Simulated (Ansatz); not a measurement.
Ansatz (a quantum-chemistry and plane-wave program) input (wB97M-V/aug-cc-pV(T+d)Z): A basis named .json is the Basis Set Exchange file of that set (core-valence sets with the plain set on hydrogen).

Ansatz 0.2 input:
```yaml
crystal:
  periodic: [false, false, false]
  atoms:
    - {symbol: C, position_ang: [-0.00973717, 0.14109779, -1.26067338]}
    - {symbol: Si, position_ang: [0.00458397, -0.06712142, 0.56953855]}
    - {symbol: H, position_ang: [-0.92502358, 0.27576638, -1.82585964]}
    - {symbol: H, position_ang: [0.89715728, 0.17658197, -1.85330504]}
    - {symbol: H, position_ang: [-0.01250272, 1.24978383, 1.26161923]}
    - {symbol: H, position_ang: [-1.19315147, -0.82096845, 1.01280927]}
    - {symbol: H, position_ang: [1.22776798, -0.78805063, 0.99523664]}
basis:
  gaussian:
    orbitals: aug-cc-pV_T+d_Z.json
    fitting: {mean_field: cc-pV5Z-JKFIT.json}
hamiltonian:
  xc: {name: wB97M-V}
magnetization: {spin_polarized: true, initial_magnetization: 1}
```

Output:

```
Functional definition: wB97M-V
integrals: 0.27 GiB planned
742 factors; integrals over basis functions are off by at most 8.7e-1 eV
integrals: 0.31 GiB planned
742 factors; integrals over basis functions are off by at most 1.9e-3 eV
mean field: 1.84 GiB planned
mean field evaluation 1: about -8991.0569 eV, gradient 2.2e1 eV
mean field evaluation 2: about -8992.1867 eV, gradient 1.6e1 eV
mean field evaluation 4: about -8993.4556 eV, gradient 3.6e-1 eV
mean field evaluation 8: about -8993.4682 eV, gradient 1.3e-2 eV
mean field -8993.46816344 eV, -330.5038590149 hartree, gradient 5.3e-5 eV, S^2 0.753530; 0 other end points of the search recorded, 0 dependent functions left out
reference -8993.46823746 eV, -330.5038617350 hartree; 13, 12 occupied and 203, 204 virtual orbitals, 742 factors
Total energy: -8993.46823746 eV, -330.5038617350 hartree
```
